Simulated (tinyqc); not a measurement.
Inside a calculation. Method: MP2 on RHF in the sto-6g basis, frozen core, for BH3, spin multiplicity 1. One step of it, computed by the program tinyqc.

Problem. Second-order Moller-Plesset energy. E2 = sum_ijab (ia|jb) [2 (ia|jb) - (ib|ja)] / (e_i + e_j - e_a - e_b) over occupied i, j and virtual a, b; the opposite-spin part is (ia|jb)^2 / denominator, the rest is same-spin, and SCS-MP2 scales them by 6/5 and 1/3.

orbital energies (hartree): MO1 -7.528792, MO2 -0.646415, MO3 -0.447559, MO4 -0.447532, MO5 0.237311, MO6 0.613752, MO7 0.688118, MO8 0.688212

Two-electron integrals over orbitals (pq|rs), unique and non-zero (hartree); the lowest 1 orbital is frozen and left out:
```
(22|22) 0.435252    (32|32) 0.119077    (33|22) 0.429366    (33|33) 0.482074
(42|22) -0.000167   (42|33) -0.063993   (42|42) 0.118942    (43|32) -0.063947
(43|43) 0.049671    (44|22) 0.429179    (44|33) 0.382475    (44|42) 0.064065
(44|44) 0.482150    (52|22) -0.000239   (52|33) -0.000206   (52|42) 1.95e-07
(52|44) -0.000206   (52|52) 0.068312    (53|32) -0.000424   (53|43) 0.000421
(53|53) 0.016898    (54|22) 8.31e-07    (54|33) 0.000421    (54|42) -0.000424
(54|44) -0.000421   (54|52) 0.000026    (54|54) 0.016893    (55|22) 0.458145
(55|33) 0.425910    (55|42) -0.000011   (55|44) 0.425857    (55|52) 0.002712
(55|54) 2.68e-06    (55|55) 0.587121    (62|22) 0.044914    (62|33) 0.022251
(62|42) 0.000025    (62|44) 0.022038    (62|52) -0.000079   (62|54) 3.40e-06
(62|55) 0.112025    (62|62) 0.072954    (63|32) -0.043230   (63|43) 0.041322
(63|53) 0.000485    (63|63) 0.060475    (64|22) 0.000334    (64|33) 0.041766
(64|42) -0.043700   (64|44) -0.041472   (64|52) 0.000005    (64|54) 0.000490
(64|55) 0.000596    (64|62) 0.000606    (64|64) 0.061115    (65|22) -0.000982
(65|33) -0.000426   (65|42) 0.000007    (65|44) -0.000418   (65|52) 0.064608
(65|54) 0.000119    (65|55) 0.000127    (65|62) -0.001717   (65|64) -0.000007
(65|65) 0.066440    (66|22) 0.431233    (66|33) 0.428648    (66|42) 0.001069
(66|44) 0.429802    (66|52) -0.001776   (66|54) -0.000006   (66|55) 0.454002
(66|62) 0.029978    (66|64) -0.000297   (66|65) -0.002283   (66|66) 0.447677
(72|22) -0.000254   (72|33) 0.023698    (72|42) -0.002216   (72|44) -0.023958
(72|52) -6.62e-07   (72|54) 0.000625    (72|55) -0.000621   (72|62) -0.000183
(72|64) 0.046423    (72|65) 0.000009    (72|66) -0.000244   (72|72) 0.048944
(73|32) 0.049640    (73|43) -0.024040   (73|53) -0.000348   (73|63) -0.031020
(73|73) 0.035171    (74|22) 0.048310    (74|33) 0.052850    (74|42) -0.049163
(74|44) 0.005456    (74|52) 0.001073    (74|54) 0.000345    (74|55) 0.100928
(74|62) 0.070070    (74|64) 0.031201    (74|65) -0.000498   (74|66) 0.028409
(74|72) 0.009564    (74|74) 0.105826    (75|22) 2.98e-06    (75|33) -0.000698
(75|42) 0.001416    (75|44) 0.000704    (75|52) -0.000343   (75|54) 0.016237
(75|55) -1.56e-06   (75|62) 0.000010    (75|64) -0.000573   (75|65) -0.000240
(75|66) 0.000024    (75|72) 0.000177    (75|74) -0.000590   (75|75) 0.020357
(76|22) -0.000063   (76|33) -0.058414   (76|42) 0.108004    (76|44) 0.058651
(76|52) 0.000011    (76|54) -0.000553   (76|55) 0.000060    (76|62) 0.000082
(76|64) -0.046278   (76|65) 0.000017    (76|66) 0.001141    (76|72) -0.007239
(76|74) -0.050999   (76|75) 0.001251    (76|76) 0.111048    (77|22) 0.450239
(77|33) 0.413619    (77|42) 0.028202    (77|44) 0.479372    (77|52) 0.000460
(77|54) -0.000404   (77|55) 0.473235    (77|62) 0.049404    (77|64) -0.036275
(77|65) -0.000314   (77|66) 0.457436    (77|72) -0.030108   (77|74) 0.045972
(77|75) 0.000252    (77|76) 0.029156    (77|77) 0.519647    (82|32) -0.002309
(82|43) 0.023861    (82|53) 0.000625    (82|63) 0.046357    (82|73) -0.010431
(82|82) 0.048963    (83|22) 0.048157    (83|33) 0.005292    (83|42) 0.049419
(83|44) 0.053057    (83|52) 0.001073    (83|54) -0.000345   (83|55) 0.100893
(83|62) 0.069999    (83|64) -0.030648   (83|65) -0.000491   (83|66) 0.029417
(83|72) -0.010547   (83|74) 0.039872    (83|75) 0.000597    (83|76) 0.051514
(83|77) 0.066989    (83|83) 0.106132    (84|32) 0.049428    (84|43) -0.023824
(84|53) -0.000345   (84|63) -0.030704   (84|73) 0.031695    (84|82) -0.010170
(84|84) 0.034848    (85|32) 0.001417    (85|43) -0.000699   (85|53) 0.016236
(85|63) -0.000566   (85|73) 0.000598    (85|82) 0.000176    (85|84) 0.000595
(85|85) 0.020353    (86|32) 0.107764    (86|43) -0.058065   (86|53) -0.000548
(86|63) -0.045370   (86|73) 0.051486    (86|82) -0.007001   (86|84) 0.051259
(86|85) 0.001248    (86|86) 0.110432    (87|32) -0.029899   (87|43) 0.033750
(87|53) 0.000413    (87|63) 0.037193    (87|73) -0.011581   (87|82) 0.029963
(87|84) -0.011376   (87|85) -0.000270   (87|86) -0.030373   (87|87) 0.034697
(88|22) 0.450312    (88|33) 0.479979    (88|42) -0.029341   (88|44) 0.412960
(88|52) 0.000460    (88|54) 0.000411    (88|55) 0.473247    (88|62) 0.049671
(88|64) 0.037407    (88|65) -0.000317   (88|66) 0.456838    (88|72) 0.029630
(88|74) 0.067379    (88|75) -0.000262   (88|76) -0.030049   (88|77) 0.451787
(88|83) 0.045254    (88|88) 0.520266
```

Hartree-Fock energy = -26.31332195 hartree

Give: Terms; Pair energies; MP2 correlation energy; SCS-MP2 correlation energy; MP2 total energy.

Solution.

Terms (the 40 largest of 74):
```
i  j  a  b  (ia|jb)  (ib|ja)  denominator       term
3  3  8  8   0.1061   0.1061      -2.2715    -0.0050
4  4  7  7   0.1058   0.1058      -2.2713    -0.0049
2  4  6  7   0.0701   0.0464      -2.3958    -0.0027
4  2  7  6   0.0701   0.0464      -2.3958    -0.0027
2  3  6  8   0.0700   0.0464      -2.3959    -0.0027
3  2  8  6   0.0700   0.0464      -2.3959    -0.0027
2  2  5  5   0.0683   0.0683      -1.7675    -0.0026
2  2  6  6   0.0730   0.0730      -2.5203    -0.0021
4  4  6  6   0.0611   0.0611      -2.1226    -0.0018
3  3  6  6   0.0605   0.0605      -2.1226    -0.0017
2  2  8  8   0.0490   0.0490      -2.6693    -0.0009
2  2  7  7   0.0489   0.0489      -2.6691    -0.0009
3  4  8  7   0.0399   0.0317      -2.2714    -0.0008
4  3  7  8   0.0399   0.0317      -2.2714    -0.0008
3  3  7  7   0.0352   0.0352      -2.2714    -0.0005
4  4  8  8   0.0348   0.0348      -2.2715    -0.0005
4  4  7  6   0.0312   0.0312      -2.1969  -4.43e-04
4  4  6  7   0.0312   0.0312      -2.1969  -4.43e-04
2  4  7  6   0.0464   0.0701      -2.3958  -4.41e-04
4  2  6  7   0.0464   0.0701      -2.3958  -4.41e-04
3  2  6  8   0.0464   0.0700      -2.3959  -4.40e-04
2  3  8  6   0.0464   0.0700      -2.3959  -4.40e-04
3  3  6  7  -0.0310  -0.0310      -2.1970  -4.38e-04
3  3  7  6  -0.0310  -0.0310      -2.1970  -4.38e-04
3  4  6  8  -0.0307  -0.0306      -2.1971  -4.30e-04
4  3  8  6  -0.0307  -0.0306      -2.1971  -4.30e-04
4  3  6  8  -0.0306  -0.0307      -2.1971  -4.27e-04
3  4  8  6  -0.0306  -0.0307      -2.1971  -4.27e-04
3  4  7  8   0.0317   0.0399      -2.2714  -3.28e-04
4  3  8  7   0.0317   0.0399      -2.2714  -3.28e-04
3  3  5  5   0.0169   0.0169      -1.3697  -2.08e-04
4  4  5  5   0.0169   0.0169      -1.3697  -2.08e-04
2  3  7  8  -0.0105  -0.0104      -2.4703  -4.55e-05
3  2  8  7  -0.0105  -0.0104      -2.4703  -4.55e-05
3  2  7  8  -0.0104  -0.0105      -2.4703  -4.36e-05
2  3  8  7  -0.0104  -0.0105      -2.4703  -4.36e-05
2  4  8  8  -0.0102  -0.0102      -2.4704  -4.19e-05
4  2  8  8  -0.0102  -0.0102      -2.4704  -4.19e-05
2  4  7  7   0.0096   0.0096      -2.4702  -3.70e-05
4  2  7  7   0.0096   0.0096      -2.4702  -3.70e-05
```

Pair energies (hartree; pair i-j sums ij and ji):
```
pair  opposite spin  same spin
2-2         -0.0065          0
3-2         -0.0061  -4.67e-04
3-3         -0.0083          0
4-2         -0.0061  -4.67e-04
4-3         -0.0040  -5.89e-05
4-4         -0.0083          0
```

MP2 correlation energy = -0.040290 hartree

SCS-MP2 correlation energy = -0.047488 hartree

MP2 total energy = -26.353612 hartree
